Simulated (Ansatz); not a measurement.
**AlSi (quartet): from Hartree-Fock to the top rungs at distance Si1–Al2 = 2.135 Å, cc-pVDZ**

Aim: climb from Hartree-Fock through coupled cluster and multireference methods for AlSi (quartet) at one geometry and basis, and see what each rung misses.

Program: Ansatz 0.2.0, Gaussian basis. Level of theory: cc-pVDZ, core rule «outside noble gas», up to 10 orbitals frozen. These are calculated values, not measurements.

To be run: UHF; CCSD(T) on ROHF; CCSD(T) on UHF; BCCD(T) on ROHF; CISD; CCSDT(Q) on ROHF; CCSDT(Q) on UHF; CASSCF and MRCISD+Q, 5 electrons in 5 orbitals; CASSCF and NEVPT2, 5 electrons in 5 orbitals; CASSCF and MRCISD+Q, 7 electrons in 8 orbitals; CASSCF and MRCISD+Q(relaxed), 7 electrons in 8 orbitals; CASSCF and NEVPT2, 7 electrons in 8 orbitals; Full CI.

23 further runs of the same task are left out: 19 that didn't finish, 4 set aside as unsound or not needed.

## (1) What is computed

The geometry derives from a PBE0/def2-TZVP stationary point (not a proven minimum). One bond is set to the value named and the two fragments are kept rigid.

2 atoms, charge 0, spin multiplicity 4.

Atoms are counted from 1 here; the program's logs count them from 0.

Bond lengths: Si1–Al2 2.135 Å.

## (2) UHF

The input, in.yaml:

```yaml
crystal:
  periodic: [false, false, false]
  atoms:
    - {symbol: Si, position_ang: [0.000000, 0.000000, 0.000000]}
    - {symbol: Al, position_ang: [0.000000, 0.000000, 2.135000]}
basis:
  gaussian: {orbitals: cc-pVDZ}
magnetization: {spin_polarized: true, initial_magnetization: 3}
hamiltonian: {xc: hf}
output: {orbitals: {seedname: orbitals}}
```

Started as:

```sh
$ ansatz run in.yaml --threads 1 --pin off --events-out ev --progress --plain --max-ram 2393MiB
```

The runs that follow: CCSD(T) on ROHF; CCSD(T) on UHF; BCCD(T) on ROHF; CISD; CCSDT(Q) on ROHF; CCSDT(Q) on UHF; CASSCF and MRCISD+Q, 5 electrons in 5 orbitals; CASSCF and NEVPT2, 5 electrons in 5 orbitals; CASSCF and MRCISD+Q, 7 electrons in 8 orbitals; CASSCF and MRCISD+Q(relaxed), 7 electrons in 8 orbitals; CASSCF and NEVPT2, 7 electrons in 8 orbitals; Full CI.

Before running them: what should the planned runs give, taken together? Wanted: FCI below the RHF energy; RMP2 from FCI; UMP2 from FCI; RCCSD from FCI; RCCSD(T) from FCI; UCCSD(T) from FCI; RCCSDT(Q) from FCI; UCCSDT(Q) from FCI; NEVPT2 pair from FCI.

The runs gave:

| quantity | value |
| --- | --- |
| FCI below the RHF energy | -3.8190 eV |
| RMP2 from FCI | +91.2 kJ/mol |
| UMP2 from FCI | +94.3 kJ/mol |
| RCCSD from FCI | +20.8 kJ/mol |
| RCCSD(T) from FCI | +5.1 kJ/mol |
| UCCSD(T) from FCI | +5.1 kJ/mol |
| RCCSDT(Q) from FCI | +0.2 kJ/mol |
| UCCSDT(Q) from FCI | +0.1 kJ/mol |
| NEVPT2 pair from FCI | +88.2 kJ/mol |
| MRCISD+Q pair from FCI | +3.1 kJ/mol |
| NEVPT2 valence from FCI | +58.9 kJ/mol |
| levels within 1 kcal/mol (43 meV) | RCCSDT, UCCSDT, RCCSDT(Q), UCCSDT(Q), MRCISD+Q pair, MRCISD+Q valence, MRCISD+Q(relaxed) valence |
| T1 diagnostic | 0.024 |
| effectively unpaired electrons | 3.10 |

In words: RCCSD(T) misses by +5.1 kJ/mol, 1.4 % of the correlation energy. MRCISD+Q valence, MRCISD+Q(relaxed) valence fall below full CI: the +Q correction isn't variational, and the cores differ from full CI's. One determinant dominates. Of the multireference levels listed MRCISD+Q valence comes nearest in total energy (-1.6 kJ/mol), which doesn't show that its space is the better one. These misses are within one basis, not against nature; the frozen cores of restricted and unrestricted runs differ, which can shift their rows.
